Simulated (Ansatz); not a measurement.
Energy needed to pull apart CH₅AlSi (SMILES C=[SiH][AlH2]), closed shell, into free ground-state atoms, from the structure below (at a frame of a short PBE0-D4/def2-SVP trajectory); no zero-point or spin–orbit terms; open-shell atoms are treated unrestricted, in their ground-state multiplicity.

| atom | x (Å) | y (Å) | z (Å) |
| --- | --- | --- | --- |
| C1 | -1.3331 | 0.9029 | -0.9915 |
| Si2 | -0.0054 | 0.6908 | 0.1180 |
| Al3 | 1.1616 | -1.3726 | 0.7592 |
| H4 | -1.8453 | 1.8453 | -0.9836 |
| H5 | -1.7124 | 0.1578 | -1.5779 |
| H6 | 0.5931 | 1.9434 | 0.6329 |
| H7 | 2.5416 | -1.2592 | 1.6077 |
| H8 | 0.9147 | -2.9259 | 0.2892 |

Program: Ansatz 0.2.0. Basis: def2-TZVPP. Cores are frozen in the correlated methods.

| method | atomization energy (kJ/mol) |
| --- | --- |
| PBE-D4 | 2356 |
| r2SCAN-D4 | ? |
| PBE0-D4 | ? |
| wB97M-V | 2342 |
| HF | 1734 |
| MP2 | 2288 |
| CCSD | 2263 |
| CCSD(T) | 2297 |

Question: What does r2SCAN-D4 give? (Judge from chemistry; the value comes from the calculation.)

Answer: The calculation gives: 2358 kJ/mol, which is about 61 kJ/mol more than CCSD(T)/def2-TZVPP.

Question: What does PBE0-D4 give? (Judge from chemistry; the value comes from the calculation.)

Answer: The calculation gives: 2330 kJ/mol, which is about 33 kJ/mol more than CCSD(T)/def2-TZVPP.

In triple zeta the MP2 and coupled-cluster atomization energies are still short of their basis limit by a few kcal/mol a bond, whereas those of the functionals are nearly converged, so these differences are not deviations from converged CCSD(T).

T1 diagnostic: at most 0.016. The restricted Hartree–Fock reference is unstable towards an unrestricted one here.

For scale, one of the runs: CCSD(T)/def2-TZVPP forces, 185 basis functions, launched by `ansatz run in.yaml --threads 2 --pin off --events-out ev --progress --plain --max-ram 3481MiB`. Time: 4.2 min of wall clock on 2 CPU threads of an Arm Neoverse V2; the host was shared. Peak host memory: 1.8 GiB.
